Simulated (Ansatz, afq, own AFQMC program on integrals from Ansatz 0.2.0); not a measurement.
## BSiH$_{2}$, doublet in cc-pVDZ, levels against CCSDT(Q)

```tsv
atom	x (Å)	y (Å)	z (Å)
Si	0.0000	0.0000	0.8122
B	0.0000	0.0000	-1.6521
H	0.0000	-1.3130	-2.4556
H	0.0000	1.3130	-2.4556
```

Connectivity, by distances: Si ··· B ··· H2.

Basis cc-pVDZ. Noble-gas cores (and the filled d shells of Ga–Kr and In–Xe) are frozen. Integrals, coupled cluster, full CI and functionals: Ansatz 0.2.0; the random walks run on the same integrals in our own AFQMC program. ph-AFQMC/CISD is guided by a CISD state made of CCSD amplitudes; releasing the constraint for a short imaginary time cuts its bias at the price of noise, slowly where states lie close. Uncertainties: one standard error, sampling alone.

Determinant: UHF, the one that the program's search chose, which needn't be the lowest solution. The geometry is a point of a scan.

No full CI on the walks' own integrals is used here; CCSDT(Q) serves as the reference and is uncertain by about the last step of the cluster series.

```
T1 diagnostic                               : 0.0276
weight of the determinant in the CISD state : 0.848
⟨S²⟩ of the determinant                     : 0.765
size of the correlated space                : 9 electrons in 36 orbitals
```

| level | correlation energy (eV) |
| --- | --- |
| MP2 | -3.9718 |
| CCSD | -5.1535 |
| CCSD(T) | -5.3328 |

Problem. Estimate where phaseless AFQMC with a CISD trial lies against CCSD(T) on the same integrals.

Solution. 1.79 ± 0.53 mEh below CCSD(T).

Reference: CCSDT(Q), correlation energy -5.393 eV. The released energy is read at 2.40 1/Eh (meV from the phaseless value at times in 1/Eh: 31 ± 14 at 0.24, 13 ± 16 at 0.51, -27 ± 14 at 0.99, -11 ± 22 at 1.62, -47 ± 25 at 2.40).

```tsv
level	E − E(reference) (mEh)	share of correlation (%)
CCSD(T)	2.20	98.89
CCSDT	0.37	99.81
ph-AFQMC/CISD	0.41 ± 0.53	99.79
released AFQMC	-1.31 ± 0.93	100.66
```

A walk keeps the symmetry of its determinant, which the program's search chose and which needn't be the lowest solution, so a lower state of the same spin and another symmetry isn't excluded. Released energies are given only where the last usable release times agree within the noise; a slower fall can still hide under it.
